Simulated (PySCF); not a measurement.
nitrogen (N2), SMILES N#N. Geometry: PBE0-D3(BJ)/def2-TZVPD.

TDA-PBE/def2-TZVPD (PySCF) puts the lowest singlet excitations at 9.38, 9.38, 9.88, 10.31, 10.31, 11.89 eV.

What are the lowest excitation roots from ADC(3)/aug-cc-pVDZ (PySCF 2.14.0)? (Estimate from the structure and the level; the computed values follow.)

9.45, 9.45, 9.81, 10.18, 10.18, 13.20 eV. S1 differs by 0.07 eV (second minus first; roots are paired by order, and the bases may differ).
